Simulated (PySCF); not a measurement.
Estimate the missing entries of this data sheet.

Species: 1,3-butanediamine, C₄H₁₂N₂.
InChI=1S/C4H12N2/c1-4(6)2-3-5/h4H,2-3,5-6H2,1H3/t4-/m0/s1

Conformer (atom-mapped SMILES and torsion angles): `[CH3:1][C@H:2]([NH2:3])[CH2:4][CH2:5][NH2:6]`: C1–C2–C4–C5 -70°, C2–C4–C5–N6 -179°, H–N3–C2–C1 -62°, H–N3–C2–C1 57°, H–N6–C5–C4 180°, H–N6–C5–C4 61°.

```tsv
property	level	value
point group of the GFN2-xTB geometry	GFN2-xTB	?
rotational constants A, B, C of the GFN2-xTB geometry	GFN2-xTB	6.975, 1.748, 1.508 GHz
dipole moment	B3LYP/def2-SVPD	1.27 D
HOMO energy	B3LYP/def2-SVPD	-6.61 eV
LUMO energy	B3LYP/def2-SVPD	?
lowest singlet excitation	TDDFT B3LYP/def2-SVPD	?
strongest line among the 8 lowest singlet transitions	TDDFT B3LYP/def2-SVPD	?
lowest triplet excitation (Tamm–Dancoff)	TDA B3LYP/def2-SVPD	?
static isotropic polarisability	B3LYP/def2-SVPD	?
electronic spatial extent ⟨r²⟩ about the centre of nuclear charge	B3LYP/def2-SVPD	841 bohr²
```

Electronic properties: PySCF, gas phase, density fitting.

(1) The strongest line among the 8 lowest singlet transitions?

(2) The lowest triplet excitation (Tamm–Dancoff)?

(3) Give the point group of the GFN2-xTB geometry.

(4) The LUMO energy?

(5) The lowest singlet excitation?

(6) What is the static isotropic polarisability?

## Answers

(1) S2 at 6.07 eV (204 nm, f = 0.041).

(2) 5.79 eV.

(3) C1.

(4) 0.45 eV.

(5) 6.06 eV (205 nm, f = 0.004).

(6) 70.0 au.

The dipole matches unit charges of opposite sign 0.26 Å apart (1 e·Å = 4.8032 D). The rotational constants make it an asymmetric top with κ = (2B − A − C)/(A − C) = -0.91, nearer the prolate limit (−1). No computed singlet falls in the visible range (750 to 380 nm, 1.65 to 3.26 eV); S1 lies 2.80 eV above its blue end.

One conformer stands for the species.
